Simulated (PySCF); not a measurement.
Electronic absorption of (chloromethyl)cyclopropane

Compound: (chloromethyl)cyclopropane, C4H7Cl.
Z-matrix (Å and degrees, GFN2-xTB geometry), rows numbered from 1:
```
Cl
C   1  1.7937
C   2  1.4996  1  110.48
C   3  1.5021  2  119.00  1   150.92
C   4  1.4962  3   60.02  2  -109.25
H   2  1.0897  1  106.57  3   121.25
H   2  1.0906  1  106.28  3  -121.52
H   3  1.0828  2  113.67  1   -64.25
H   4  1.0794  3  118.03  5   108.23
H   4  1.0789  3  118.07  5  -108.67
H   5  1.0791  3  117.80  4  -108.25
H   5  1.0786  3  118.34  4   108.57
```

Theory: PySCF 2.14.0, density-fitted response routines, TDDFT CAM-B3LYP/def2-SVPD, vertical, gas phase, core orbitals frozen in the response.

| state | E (eV) | λ (nm) | ν̃ (cm⁻¹) | f | main configurations (H = HOMO, L = LUMO) |
| --- | --- | --- | --- | --- | --- |
| S1 | 7.37 | 168.2 | 59460 | 0.0058 | H→L (28%), H-1→L (16%), H→L+1 (13%) |
| S2 | 7.40 | 167.5 | 59700 | 0.0089 | H-1→L (30%), H-1→L+1 (17%), H→L (17%) |
| S3 | 8.10 | 153.0 | 65360 | 0.018 | H→L (33%), H→L+1 (26%), H-2→L (18%) |
| S4 | 8.24 | 150.4 | 66490 | 0.019 | H-1→L+1 (38%), H-1→L (23%), H-1→L+3 (16%) |
| S5 | 8.32 | 149.0 | 67130 | 0.060 | H-2→L (45%), H→L+3 (15%), H→L+1 (14%) |
| S6 | 8.47 | 146.4 | 68330 | 0.050 | H-3→L (56%) |
| S7 | 8.55 | 145.1 | 68940 | 0.014 | H→L+2 (70%) |
| S8 | 8.70 | 142.5 | 70160 | 0.058 | H-2→L+1 (46%), H→L+3 (18%), H→L+1 (14%) |

Triplets (Tamm–Dancoff): T1 6.70 eV, H-1→L (28%), H-1→L+1 (17%), H-1→L+4 (10%); T2 6.72 eV, H→L (25%), H→L+1 (15%), H-1→L (12%); T3 7.84 eV, H→L (29%), H-2→L (28%), H-3→L (14%).

The lowest singlet lies at 7.37 eV (168 nm, vacuum ultraviolet) and is weak; its leading configuration is HOMO→LUMO (28%). The largest oscillator strength of a single state is 0.060. Löwdin shares by element: HOMO chlorine 54%, carbon 34% or more; LUMO carbon 29% or more, chlorine 24%, hydrogen 8% or more (atoms not listed hold the other 38%). The listed states span 1.33 eV, and the widest gap between neighbours is 0.70 eV (S2 to S3). Orbital energies (eV): HOMO-3 -10.33, HOMO-2 -10.11, HOMO-1 -9.76, HOMO -9.61, LUMO 1.31, LUMO+1 1.69, LUMO+2 1.92. Of the 8 states listed, 6 reach f = 0.01 and none stays under 0.0005. The window holds the lowest 8 singlets.

One conformer stands for the species.
